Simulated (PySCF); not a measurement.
C4H2ClO (charge -1).
Bonds: O1–C2, C2–C3 (double), C3–C4 (double), C4–C5 (double), C5–Cl6. Hydrogens: H7 on C2; H8 on C5.
Bond orders are those of one Lewis drawing.

Method: PySCF 2.14.0, PBE0-D3(BJ)/def2-TZVP geometry optimisation, gas phase; density fitting, grid level 2; the optimiser is geomeTRIC in internal coordinates, started from a GFN2-xTB structure.

Step 1: E = -18740.4632 eV
```
atom  x, y, z in Å  |  force x, y, z in eV/Å
O1     -2.9440   -0.5077    0.5518    0.008   0.005  -0.046
C2     -2.0221   -0.0572   -0.1503   -0.076  -0.006   0.170
C3     -0.6648   -0.0831    0.0668   -0.064   0.040  -0.224
C4      0.5837   -0.0539    0.1131    0.053  -0.109   0.256
C5      1.9027   -0.0783    0.2630    0.039   0.140   0.052
Cl6     2.9706    0.7252   -0.8918    0.096   0.015  -0.085
H7     -2.2741    0.4733   -1.0994   -0.012  -0.015  -0.055
H8      2.4353   -0.4115    1.1418   -0.044  -0.069  -0.067
```

Step 2: E = -18740.4679 eV
```
atom  x, y, z in Å  |  force x, y, z in eV/Å
O1     -2.9553   -0.5203    0.5462    0.070   0.025   0.048
C2     -2.0294   -0.0565   -0.1410   -0.049  -0.063  -0.041
C3     -0.6693   -0.0751    0.0679   -0.042   0.034  -0.099
C4      0.5805   -0.0404    0.1222    0.105   0.011   0.043
C5      1.9021   -0.0499    0.2620    0.011   0.040   0.109
Cl6     3.0117    0.7098   -0.8901   -0.111  -0.010  -0.032
H7     -2.2824    0.4641   -1.0971    0.011   0.022  -0.015
H8      2.4294   -0.4249    1.1251    0.005  -0.059  -0.013
```

**Question.** Estimate the geometry and energy of step 3. (The exact step hangs on the optimiser's Hessian estimate; all steps are aligned on step 2, rigid shifts and turns removed.)

**Answer.** E = -18740.4744 eV, largest force 0.171 eV/Å
```
atom  x, y, z in Å  |  force x, y, z in eV/Å
O1     -2.9420   -0.5268    0.5408   -0.036   0.046   0.021
C2     -2.0267   -0.0508   -0.1510    0.070  -0.100  -0.039
C3     -0.6671   -0.0649    0.0659    0.128   0.084  -0.076
C4      0.5829   -0.0319    0.1503   -0.096  -0.063   0.073
C5      1.9043   -0.0346    0.2930   -0.093   0.074  -0.102
Cl6     2.9702    0.7048   -0.9161   -0.022  -0.034   0.069
H7     -2.2826    0.4633   -1.1120    0.003   0.004   0.053
H8      2.4482   -0.4523    1.1242    0.046  -0.011   0.000
```

The energy changes by -0.0065 eV. The first-order estimate −F·Δx gives -0.0139 eV and the mean of the old and new forces, exact on a quadratic surface, -0.0065 eV. The step makes an angle of 50° with the force vector and moves no atom by more than 0.049 Å.

The cost below is that of the whole optimisation. The run took 2.6 min wall on an Intel Xeon Platinum 8259CL at 2.50 GHz with one thread, on a shared host, and the process peaked at 0.82 GiB of memory.
